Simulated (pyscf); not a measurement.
H₂N–GeH•–F + hydrogen (H₂) -> H₂N–GeH₂–F + H atom (H•) (hydrogen abstraction; doublet surface; H–H broken, Ge–H formed). Structures and frequencies: ωB97X-D3(BJ)/def2-SVP in PySCF. Energies in eV from the separated reactants.

```csv
level,barrier,reaction energy
PBE/def2-TZVP,0.94,+0.96
r²SCAN/def2-TZVP,0.90,+0.97
PBE0-D3(BJ)/def2-TZVP,0.86,+0.81
M06-2X/def2-TZVP,1.11,+0.92
ωB97M-D3(BJ)/def2-TZVP,1.02,+0.86
HF/def2-TZVP,0.93,+0.47
```

At PBE, r²SCAN this geometry lies under the product side: in single points on another level's saddle the reverse barrier vanishes, and the forward threshold there is about the reaction energy. One saddle was located; it need not be the lowest between these sides. The angle at the transferred H is 177°. Elements up to Kr have no core potential and no relativistic terms here.
